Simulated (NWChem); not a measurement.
**Atomisation of pyrazine (C$_{4}$H$_{4}$N$_{2}$)**

```xyz
10

C     -0.7034     0.0000     1.1382
C      0.7034     0.0000     1.1382
N      1.4147     0.0000     0.0000
C      0.7034     0.0000    -1.1382
C     -0.7034     0.0000    -1.1382
N     -1.4147     0.0000     0.0000
H     -1.2678     0.0000     2.0884
H      1.2678     0.0000     2.0884
H      1.2678     0.0000    -2.0884
H     -1.2678     0.0000    -2.0884
```
Charge 0, spin multiplicity 1.

All runs are NWChem calculations. All single points use one geometry, from PBE/def2-SVP, a minimum by its harmonic frequencies.

Basis set: def2-SVP. The atomisation energy is electronic alone: no zero-point, thermal, spin-orbit or counterpoise terms. No value is extrapolated to the basis-set limit. Free atoms are single determinants with multiplicities C 3, N 4, H 2.

B3LYP has NWChem's definition, with VWN1-RPA local correlation. The stability of the SCF solutions was not checked. Open-shell Hartree-Fock references start from PBE0 orbitals.

**Question.** For the atomisation energy, HF gives 769.7 kcal/mol and LDA (SVWN5) gives 1321.9 kcal/mol. What do BLYP, B3LYP, PBE0 give?

**Answer.** BLYP: 1128.6 kcal/mol; B3LYP: 1120.3 kcal/mol; PBE0: 1137.7 kcal/mol.
